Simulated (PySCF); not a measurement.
PBE single point of singlet SiS₂ at its PBE0 minimum.

An equivalent PySCF input for this run (the driver started from the density of an earlier step):

```python
from pyscf import gto, scf, dft
mol = gto.M(atom='''
Si     0.000000     0.000000     0.000000
S     -0.000000     0.000000     1.918226
S      0.000000     0.000000    -1.918226''',
    basis={'Si': 'def2-TZVP', 'S': 'def2-TZVP'},
    charge=0, spin=0)
mf = dft.RKS(mol, xc='PBE')
mf.grids.atom_grid = (75, 302)
aux = {'Si': 'def2-universal-JKFIT', 'S': 'def2-universal-JKFIT'}
mf = mf.density_fit(auxbasis=aux)
mf.conv_tol = 1e-08
mf.diis_space = 10
mf.max_cycle = 60
mf.verbose = 4
mf.kernel()
```

SCF log (excerpt):

```
init E= -1085.47307844921
  HOMO = -0.256571319941133  LUMO = -0.116793677736105  gap/eV = 3.80354
cycle= 1 E= -1085.47517208135  delta_E= -0.00209  |g|= 0.0518  |ddm|= 0.162
  HOMO = -0.25979670874474  LUMO = -0.111250706788528  gap/eV = 4.04214
cycle= 2 E= -1085.46918283579  delta_E= 0.00599  |g|= 0.145  |ddm|= 0.173
  HOMO = -0.257486986188734  LUMO = -0.114888846927109  gap/eV = 3.88029
cycle= 3 E= -1085.47609607531  delta_E= -0.00691  |g|= 0.00498  |ddm|= 0.121
  HOMO = -0.257237019230471  LUMO = -0.114932960886364  gap/eV = 3.87229
cycle= 4 E= -1085.47610271072  delta_E= -6.64e-06  |g|= 0.00153  |ddm|= 0.00556
  HOMO = -0.257470825740095  LUMO = -0.115165900214325  gap/eV = 3.87231
cycle= 5 E= -1085.47610327132  delta_E= -5.61e-07  |g|= 0.000482  |ddm|= 0.00191
  HOMO = -0.257438556833669  LUMO = -0.115116584288593  gap/eV = 3.87278
cycle= 6 E= -1085.47610335018  delta_E= -7.89e-08  |g|= 3.97e-05  |ddm|= 0.000479
  HOMO = -0.257437980739589  LUMO = -0.115116592732218  gap/eV = 3.87276
cycle= 7 E= -1085.47610335052  delta_E= -3.4e-10  |g|= 7.34e-06  |ddm|= 2.37e-05
  HOMO = -0.257437147510457  LUMO = -0.115114921686846  gap/eV = 3.87279
Extra cycle  E= -1085.47610335044  delta_E= 7.69e-11  |g|= 1.66e-05  |ddm|= 2.29e-05
converged SCF energy = -1085.47610335044
```

This run, together with those of the ionised and electron-attached species (not shown), took 8.4 s on 2 threads of a shared Arm Neoverse N1 host, with 111 basis functions; the process peaked at 0.95 GiB.
